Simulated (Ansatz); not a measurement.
# HO radical: one species, many methods

One table from this session's results is given with a row withheld; the runs are named, their logs left out.

Computed with Ansatz 0.2.0, Gaussian basis. Level: functionals in def2-TZVPP, the program's frozen cores in correlated methods.

Levels to be run: LDA (SPW92), PBE-D4, revPBE-D4, BLYP-D4, r2SCAN-D4, B97M-V, PBE0-D4, B3LYP-D4, r2SCANh-D4, r2SCAN0-D4, HSE06-D4, BHLYP-D4, CAM-B3LYP-D4, LC-ωPBE, ωB97X-V, ωB97M-V, B2PLYP, PBE-QIDH; CCSD(T)/def2-SVP; CCSD(T)/def2-TZVPP; CCSD(T)/def2-QZVPP; extrapolation to the limit; RPA on PBE.

## The relaxed structure

All runs share one geometry, relaxed beforehand with PBE0-D4 in a triple-zeta def2 set.

SMILES `[OH]`, 2 atoms, charge 0, spin multiplicity 2.

Atoms are counted from 1 here; the program's logs count them from 0.

Bond lengths: O1–H2 0.973 Å.

Geometry (Å):

```tsv
atom	x (Å)	y (Å)	z (Å)
O1	0.4159	-0.1331	0.2146
H2	-0.4159	0.1331	-0.2146
```

Set-up of the first run:

Input file in.yaml:

```yaml
crystal:
  periodic: [false, false, false]
  atoms:
    - {symbol: O, position_ang: [0.415884, -0.133147, 0.214552]}
    - {symbol: H, position_ang: [-0.415884, 0.133147, -0.214552]}
basis:
  gaussian: {orbitals: def2-TZVPP}
magnetization: {spin_polarized: true, initial_magnetization: 1}
hamiltonian: {xc: lda}
output: {orbitals: {seedname: orbitals}}
```

Launch:

```
$ ansatz run in.yaml --threads 2 --pin off --events-out ev --progress --plain --max-ram 32768MiB --backend cpu
```

Steps of the session up to this table: LDA; PBE-D4 (GGA); revPBE-D4 (GGA); BLYP-D4 (GGA); r2SCAN-D4 (meta-GGA); B97M-V (meta-GGA); B3LYP-D4 (hybrid); r2SCANh-D4 (hybrid); r2SCAN0-D4 (hybrid); HSE06-D4 (hybrid); BHLYP-D4 (hybrid); CAM-B3LYP-D4 (range-separated); LC-ωPBE (range-separated); ωB97X-V (range-separated); ωB97M-V (range-separated); B2PLYP (double hybrid); PBE-QIDH (double hybrid).

One table of the session follows, with a row left open; its other results are not shown here.

It belongs to the step «Frontier levels by functional». 

| functional | HOMO (eV) | LUMO (eV) | gap (eV) |
| --- | --- | --- | --- |
| LDA (SPW92) | -7.23 | -7.08 | 0.15 |
| PBE-D4 | -7.17 | -6.26 | 0.92 |
| revPBE-D4 | -7.12 | -6.06 | 1.06 |
| BLYP-D4 | -7.16 | -6.34 | 0.82 |
| r2SCAN-D4 | -7.59 | -5.25 | 2.34 |
| B97M-V | -7.72 | -5.24 | 2.47 |
| PBE0-D4 | -9.10 | -4.12 | 4.98 |
| B3LYP-D4 | -8.85 | -4.84 | 4.01 |
| r2SCANh-D4 | -8.31 | -4.51 | 3.79 |
| r2SCAN0-D4 | -9.39 | -3.44 | 5.95 |
| HSE06-D4 | -8.68 | -4.53 | 4.15 |
| BHLYP-D4 | ? | ? | ? |
| CAM-B3LYP-D4 | -10.73 | -3.05 | 7.68 |
| LC-ωPBE | -12.17 | -1.42 | 10.75 |
| ωB97X-V | -11.74 | -1.80 | 9.95 |
| ωB97M-V | -11.64 | -1.80 | 9.84 |

**Question.** Estimate the row for BHLYP-D4.

Worked estimate for «HOMO (eV)». Against the share of exact exchange, BLYP-D4 (0, -7.16), B3LYP-D4 (0.2, -8.85) give a slope of -8.45 per unit share; at 0.5 the line stands at -11.38.

The run gave: HOMO (eV): -11.01; LUMO (eV): -2.25; gap (eV): 8.77. In «HOMO (eV)» the line misses by -0.37.
